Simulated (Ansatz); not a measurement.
System: CS₂, net charge 1, doublet state. 
Geometry from a B3LYP-D3(BJ)/def2-TZVP (Ansatz, a program for electronic structure) optimisation:
```
C
S 1 1.5517
S 1 1.5517 2 180.00
```
Charge +1, spin multiplicity 2.

Basis-set convergence of Hartree-Fock and MP2 correlation energies (hartree) with Ansatz. Cores are frozen in the correlated levels unless marked. UHF or UKS for open shells. No spin-orbit coupling. No relativistic terms.

The UHF reference is spin-contaminated (<S^2> 0.28 over the pure value in the largest basis). 

| basis | functions | E(HF) | E(corr, MP2) |
|---|---|---|---|
| cc-pV(D+d)Z | 60 | -832.61253 | -0.33929 |
| cc-pV(T+d)Z | 108 | -832.65160 | -0.42365 |
| cc-pV(Q+d)Z | 183 | -832.66088 | -0.45623 |

Extrapolating the two largest sets (X = 3 and 4) as X^-3: E(corr) = (64·(-0.45623) - 27·(-0.42365))/37 = -0.4800 Eh, an estimate of the basis-set limit. The largest set recovers 95.0 % of it, the smallest 70.7 %.
